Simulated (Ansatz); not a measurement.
# B₂H₂ (singlet): from Hartree-Fock to the top rungs, cc-pVDZ

One table from this session's results is given with a row withheld; the runs are named, their logs left out.

Program: Ansatz 0.2.0, Gaussian basis. Level of theory: cc-pVDZ, core rule «outside noble gas», up to 2 orbitals frozen. These are calculated values, not measurements.

Plan: UHF; CCSD(T) on RHF; CCSD(T) on UHF; BCCD(T) on RHF; CISD; CCSDT(Q) on RHF; CCSDT(Q) on UHF; CCSDTQ on RHF; CCSDTQ on UHF; CASSCF and MRCISD+Q, 8 electrons in 10 orbitals; CASSCF and NEVPT2, 8 electrons in 10 orbitals.

4 further runs of the same task are left out: 4 set aside as unsound or not needed.

## What is computed

The geometry is a PBE0/def2-TZVP stationary point (not a proven minimum) of the parent state, kept for this charge and spin.

4 atoms, charge 0, spin multiplicity 1.

Atoms are counted from 1 here; the program's logs count them from 0.

Bond lengths: B1–B2 1.585 Å, B1–H3 1.197 Å, B1–H4 1.197 Å. Angles: B2–B1–H3 118.9°, B2–B1–H4 118.9°, H3–B1–H4 122.2°.

Set-up of the first run:

Input file in.yaml:

```yaml
crystal:
  periodic: [false, false, false]
  atoms:
    - {symbol: B, position_ang: [0.000000, 0.000000, 0.675628]}
    - {symbol: B, position_ang: [0.000000, 0.000000, -0.909454]}
    - {symbol: H, position_ang: [0.000000, 1.047868, 1.253990]}
    - {symbol: H, position_ang: [0.000000, -1.047868, 1.253990]}
basis:
  gaussian: {orbitals: cc-pVDZ}
magnetization: {spin_polarized: true, initial_magnetization: 0}
hamiltonian: {xc: hf}
output: {orbitals: {seedname: orbitals}}
```

The run is started by

```sh
ansatz run in.yaml --threads 1 --pin off --events-out ev --progress --plain --max-ram 2816MiB --backend cpu
```

Among the steps run: UHF; CCSD(T) on RHF; CCSD(T) on UHF; BCCD(T) on RHF; CISD; CCSDT(Q) on RHF; CCSDT(Q) on UHF; CCSDTQ on RHF; CCSDTQ on UHF; CASSCF and MRCISD+Q, 8 electrons in 10 orbitals; CASSCF and NEVPT2, 8 electrons in 10 orbitals.

One of the session's tables, all rows but one given; the rest of the session is left out.

```
          method  from RCCSDTQ (kJ/mol)
             RHF                 +468.9
            RMP2                 +127.9
            CISD                      ?
           RCCSD                  +15.9
        RCCSD(T)                   +5.0
         BCCD(T)                   +4.9
          RCCSDT                   +1.3
       RCCSDT(Q)                   +0.4
         RCCSDTQ                      0
  CASSCF valence                 +225.7
  NEVPT2 valence                  +72.0
  MRCISD valence                  +12.6
MRCISD+Q valence                   +3.3
```

**Question.** Estimate the row for CISD.

As computed: from RCCSDTQ (kJ/mol): +49.7. In the column «from RCCSDTQ (kJ/mol)» it lies between RCCSD (+15.9) and NEVPT2 valence (+72.0).

Some runs used a GPU and others CPU threads alone; cost is compared among the CPU runs only.

Among the levels timed on like hardware, those that no quicker one beats, quickest first: RCCSD(T) (0.46 s, +5.0 kJ/mol); BCCD(T) (0.52 s, +4.9 kJ/mol); RCCSDT(Q) (2.8 s, +0.4 kJ/mol).

Limits of these values: Left out of the table: UHF, UMP2, UCCSD, UCCSD(T), UCCSDT, UCCSDT(Q), UCCSDTQ (another determinant or state than the rows shown). Of the multireference levels listed MRCISD+Q valence comes nearest in total energy (+3.3 kJ/mol), which doesn't show that its space is the better one. Warnings in the runs' records: large difference.
